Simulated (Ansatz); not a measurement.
# CH5O2+: energies up the ladder

Wanted for CH5O2+: energies up the ladder. Charge +1.

Method: the levels named in each step, in Ansatz 0.2.0.

## 1. The starting structure

Bond lengths: O1–C2 1.374 Å, C2–O3 1.469 Å, O1–H4 0.964 Å, C2–H5 1.100 Å, C2–H6 1.100 Å, O3–H7 0.988 Å, O3–H8 0.988 Å. Angles: O1–C2–O3 104.6°, O1–C2–H5 114.2°, O1–C2–H6 114.1°, O3–C2–H5 106.3°, O3–C2–H6 106.3°, H5–C2–H6 110.5°, C2–O1–H4 113.7°, C2–O3–H7 108.2°, C2–O3–H8 108.2°, H7–O3–H8 107.8°.

Coordinates:

```xyz
8

O     1.0019    0.1104   -0.5422
C     0.2128   -0.1614    0.5495
O    -1.1624    0.0274    0.0689
H     1.9463    0.0274   -0.3672
H     0.3464    0.5383    1.3875
H     0.2768   -1.2014    0.9028
H    -1.2484    0.9535   -0.2652
H    -1.3099   -0.5840   -0.6936
```

## 2. A rough first relaxation, PBE-D4/def2-SVP

File input.yaml:

```yaml
crystal:
  periodic: [false, false, false]
  atoms:
    - { symbol: O, position_ang: [1.00195, 0.11042, -0.54224] }
    - { symbol: C, position_ang: [0.21282, -0.16138, 0.54955] }
    - { symbol: O, position_ang: [-1.16243, 0.02738, 0.06892] }
    - { symbol: H, position_ang: [1.94632, 0.02739, -0.36723] }
    - { symbol: H, position_ang: [0.34642, 0.5383, 1.38751] }
    - { symbol: H, position_ang: [0.27684, -1.20138, 0.90277] }
    - { symbol: H, position_ang: [-1.24839, 0.9535, -0.26521] }
    - { symbol: H, position_ang: [-1.30988, -0.58402, -0.69362] }
total_charge: 1
basis:
  gaussian: { orbitals: def2-SVP }
hamiltonian:
  xc: pbe
  dispersion: d4
relax:
  f_tol: 0.03
  max_steps: 200
```

Started as:

```sh
$ ansatz run input.yaml --threads 4 --pin off --max-ram 10240MiB --backend cpu --events-out ev --progress --plain --runs-dir out
```

The runs that follow: Relaxation, PBE0-D4/def2-TZVPP; Frequencies, PBE0-D4/def2-TZVPP; Single point, PBE-D4/def2-TZVPP; Single point, r2SCAN-D4/def2-TZVPP; Single point, B3LYP-D4/def2-TZVPP; Single point, wB97M-V/def2-TZVPP; Single point, B2PLYP/def2-TZVPP; Single point, LDA/def2-TZVPP; Single point, PBE0-D4/def2-SVP; Single point, PBE-D4/def2-SVP; Single point, CCSD(T)/def2-TZVPP; Single point, CCSD(T)/def2-QZVPP.

What does the calculation give? Wanted: O1–C2 at PBE0-D4/def2-TZVPP; C2–O3 at PBE0-D4/def2-TZVPP; frequencies at PBE0-D4/def2-TZVPP; energy at CCSD(T)/CBS.

As calculated:

```
                         quantity             value
      O1–C2 at PBE0-D4/def2-TZVPP           1.312 Å
      C2–O3 at PBE0-D4/def2-TZVPP           1.638 Å
frequencies at PBE0-D4/def2-TZVPP  186 to 3808 cm⁻¹
            energy at CCSD(T)/CBS      -5199.753 eV
```

In words: No mode is imaginary, so the geometry is a minimum. These totals serve in differences with atoms or fragments at the same level; alone they don't rank the methods.
